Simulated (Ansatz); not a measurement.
`C[Si]Cl` + H₂ → `C[SiH]` + HCl at 600 K and 1 bar (hydrogenolysis of the Si–Cl bond).

Computed with Ansatz on PBE0-D4/def2-TZVP structures; ΔE is electronic, products minus reactants. CBS: MP2 limit from def2 TZ/QZ plus the TZ coupled-cluster correction, frozen cores. This one scheme is used for every species.

| species | CCSD(T)/CBS energy (Eh) | H − E (kJ/mol) | S (J/(mol·K)) |
| --- | --- | --- | --- |
| `C[Si]Cl` | -788.72093 | 135.5 | 352.4 |
| H₂ | -1.17544 | 43.9 | 150.8 |
| `C[SiH]` | -329.46712 | 143.5 | 309.3 |
| HCl | -460.38127 | 35.4 | 207.2 |

H − E and S are ideal-gas, rigid-rotor, harmonic terms from PBE0-D4/def2-TZVP. The MP2-based limit puts H₂ 0.8 mEh under its directly extrapolated value; such offsets cancel only in part. 1 Eh = 2625.50 kJ/mol, R = 8.31446 J/(mol·K).

Question: By hand: ΔE, ΔH, ΔS and ΔG.

Answer: ΔE = (-329.46712) + (-460.38127) − (-788.72093) − (-1.17544) = 0.04798 Eh = 126.0 kJ/mol. Δ(H − E) = 143.5 + 35.4 − 135.5 − 43.9 = -0.5, so ΔH = 125.5 kJ/mol. ΔS = 309.3 + 207.2 − 352.4 − 150.8 = 13.3 J/(mol·K). ΔG = 125.5 − 600 × (13.3)/1000 = 117.5 kJ/mol.

Question: By hand: the equilibrium constant, and the temperature at which ΔG would vanish if ΔH and ΔS stayed fixed.

Answer: log₁₀ K = −ΔG/(RT ln 10) = -10.2. ΔG = 0 at ΔH/ΔS = 9436 K, far beyond where these terms or the molecules hold.

The number of gas molecules stays the same, so ΔS is small and ΔH decides. A doubt of 5 kJ/mol in ΔE shifts log₁₀ K by 0.4 here. These are equilibria of isolated gas molecules and say nothing of rates. Largest T1 diagnostic: 0.012 (customary marks: 0.02 for closed shells, 0.045 for open ones).
